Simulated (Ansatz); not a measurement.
Take Cu in the fcc (Cu type) structure (space group Fm-3m, No. 225; a = 3.564 Å) as the base.

Method: PBEsol (Ansatz, a program for electronic structure; PAW; 420 eV plane waves; no SOC).

| level | lattice parameter a |
|---|---|
| PBEsol | 3.564 Å |

Measured: lattice parameter a 3.595 Å (static lattice; corrected from measurement; as listed in Gábor I. Csonka et al., Physical Review B (2009)).

Computed minus measured — lattice parameter a: PBEsol -0.9 %.

Stability against distortions was not tested. All final runs are without spin polarisation.
